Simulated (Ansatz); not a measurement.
# Nudged elastic band run: H5N2Si

Input:

```yaml
crystal:
  periodic: [false, false, false]
  atoms:
    - { symbol: "N", position_ang: [-1.03723, 0.6407, -0.769275] }
    - { symbol: Si, position_ang: [0.541188, 0.589985, -0.057861] }
    - { symbol: "N", position_ang: [0.78476, -1.062777, 0.435317] }
    - { symbol: H, position_ang: [-1.821234, 0.110094, -0.397515] }
    - { symbol: H, position_ang: [-1.327839, 1.382729, -1.395461] }
    - { symbol: H, position_ang: [0.745393, 1.368703, 1.223885] }
    - { symbol: H, position_ang: [0.738057, -1.811284, -0.250908] }
    - { symbol: H, position_ang: [1.468905, -1.27535, 1.156118] }
magnetization:
  spin_polarized: true
  initial_magnetization: 1
basis:
  gaussian: { orbitals: def2-SVP }
hamiltonian:
  xc: b3lyp
neb:
  order_check: false
  images: 9
  f_tol: 0.05
  max_iterations: 60
  initial_path: idpp
  final_atoms:
    - { symbol: "N", position_ang: [-1.03852628, 0.64139975, -0.76465637] }
    - { symbol: Si, position_ang: [0.54092329, 0.5908548, -0.05642626] }
    - { symbol: "N", position_ang: [0.78469322, -1.06227655, 0.43637937] }
    - { symbol: H, position_ang: [-1.82531776, 0.11770803, -0.38894312] }
    - { symbol: H, position_ang: [-1.32552979, 1.37301752, -1.40389598] }
    - { symbol: H, position_ang: [0.74866213, 1.36830467, 1.22569849] }
    - { symbol: H, position_ang: [1.4801747, -1.27616819, 1.14621216] }
    - { symbol: H, position_ang: [0.72692048, -1.81004002, -0.25006829] }
```

Command:

```bash
$ ansatz run input.yaml --threads 1 --pin off --max-ram 2048MiB --backend cpu --events-out ev --progress --plain --runs-dir out
```

Output, in part (warnings, iteration lines, the closing report on the highest movable image, with atoms numbered from 0):

```
NEB end point (image 0): max|allowed force component| = 1.386e-2 eV/Å (the criterion of neb.relax_end_points is 1.000e-2)
NEB end point (image 10): max|allowed force component| = 6.497e-3 eV/Å (the criterion of neb.relax_end_points is 1.000e-2)
NEB iter   1: max|band force component| = 6.485e-1 eV/Å  barrier→ = 0.4084 eV  barrier← = 0.4085 eV  Δτ_max = 0.1701 Å  (294 SCF iters)
NEB iter   2: max|band force component| = 4.149e-1 eV/Å  barrier→ = 0.2786 eV  barrier← = 0.2787 eV  CI = image 5  Δτ_max = 0.2000 Å  (258 SCF iters)
NEB iter   3: max|band force component| = 2.831e-1 eV/Å  barrier→ = 0.2108 eV  barrier← = 0.2109 eV  CI = image 5  Δτ_max = 0.1966 Å  (267 SCF iters)
NEB iter   4: max|band force component| = 5.501e-1 eV/Å  barrier→ = 0.1584 eV  barrier← = 0.1585 eV  CI = image 6  Δτ_max = 0.1006 Å  (261 SCF iters)
NEB iter   5: max|band force component| = 5.557e-1 eV/Å  barrier→ = 0.1423 eV  barrier← = 0.1424 eV  CI = image 7  Δτ_max = 0.0998 Å  (251 SCF iters)
NEB iter   6: max|band force component| = 4.332e-1 eV/Å  barrier→ = 0.1347 eV  barrier← = 0.1348 eV  CI = image 7  Δτ_max = 0.0996 Å  (259 SCF iters)
NEB iter   7: max|band force component| = 1.821e-1 eV/Å  barrier→ = 0.1187 eV  barrier← = 0.1188 eV  CI = image 7  Δτ_max = 0.1978 Å  (255 SCF iters)
NEB iter   8: max|band force component| = 3.599e-1 eV/Å  barrier→ = 0.1051 eV  barrier← = 0.1052 eV  CI = image 7  Δτ_max = 0.0996 Å  (255 SCF iters)
NEB iter   9: max|band force component| = 1.661e-1 eV/Å  barrier→ = 0.0880 eV  barrier← = 0.0881 eV  CI = image 7  Δτ_max = 0.0988 Å  (247 SCF iters)
NEB iter  10: max|band force component| = 5.482e-1 eV/Å  barrier→ = 0.0721 eV  barrier← = 0.0722 eV  CI = image 7  Δτ_max = 0.0502 Å  (253 SCF iters)
NEB iter  11: max|band force component| = 1.670e-1 eV/Å  barrier→ = 0.0686 eV  barrier← = 0.0687 eV  CI = image 7  Δτ_max = 0.1018 Å  (244 SCF iters)
NEB iter  12: max|band force component| = 5.735e-1 eV/Å  barrier→ = 0.0962 eV  barrier← = 0.0963 eV  CI = image 6  Δτ_max = 0.0502 Å  (250 SCF iters)
NEB iter  13: max|band force component| = 2.695e-1 eV/Å  barrier→ = 0.0676 eV  barrier← = 0.0677 eV  CI = image 7  Δτ_max = 0.1022 Å  (233 SCF iters)
NEB iter  14: max|band force component| = 2.028e-1 eV/Å  barrier→ = 0.0659 eV  barrier← = 0.0660 eV  CI = image 7  Δτ_max = 0.0657 Å  (232 SCF iters)
NEB iter  15: max|band force component| = 4.214e-2 eV/Å  barrier→ = 0.0647 eV  barrier← = 0.0648 eV  CI = image 7  Δτ_max = 0.0000 Å  (476 SCF iters)
Total energy: -10934.71136586 eV, -401.8432308819 hartree
Atom 0 at    -1.234171     0.727831     0.074509 Å, force     0.005053    -0.015030    -0.016967 eV/Å
Atom 1 at     0.359788     0.337472    -0.552351 Å, force    -0.016333    -0.001312    -0.017703 eV/Å
Atom 2 at     0.958920    -1.051920     0.333976 Å, force     0.009172     0.009345     0.039552 eV/Å
Atom 3 at    -1.960423     0.016965     0.002342 Å, force     0.002330     0.015851     0.002956 eV/Å
Atom 4 at    -1.623009     1.618137    -0.232384 Å, force     0.005994    -0.000471     0.009756 eV/Å
Atom 5 at     1.259902     1.499065    -0.216111 Å, force    -0.007455    -0.004233     0.005779 eV/Å
Atom 6 at     1.932963    -1.303839     0.178964 Å, force     0.008442     0.000016    -0.011211 eV/Å
Atom 7 at     0.398030    -1.900911     0.355353 Å, force    -0.007203    -0.004166    -0.012162 eV/Å
Dipole moment:    -0.187712    -0.254771    -0.152621 e Å
```

It converged. The profile has 2 maxima (images 2, 7) with wells between them (image 5): this band takes more than one step, which may be the mechanism or a detour left from its start path. A vibrational analysis at the climbing image gives one clearly imaginary mode, 201i cm⁻¹: a first-order saddle point.

Final band (atoms are numbered from 1 in the order of the input):

| image | path coordinate (Å) | energy (eV) | dihedral N1–Si2–N3–H8 (°) |
| --- | --- | --- | --- |
| 0 | 0.00 | 0.000 | -158 |
| 1 | 0.55 | 0.018 | -137 |
| 2 | 1.11 | 0.043 | -114 |
| 3 | 1.66 | 0.040 | -88 |
| 4 | 2.21 | 0.010 | -60 |
| 5 | 2.76 | 0.003 | -13 |
| 6 | 3.32 | 0.038 | 30 |
| 7 | 3.87 | 0.065 | 56 |
| 8 | 4.34 | 0.051 | 66 |
| 9 | 4.81 | 0.016 | 67 |
| 10 | 5.28 | 0.000 | 58 |

Time of the run: 7.1 min on 1 thread of Arm Neoverse V1 (shared host), peak memory 0.16 GiB.
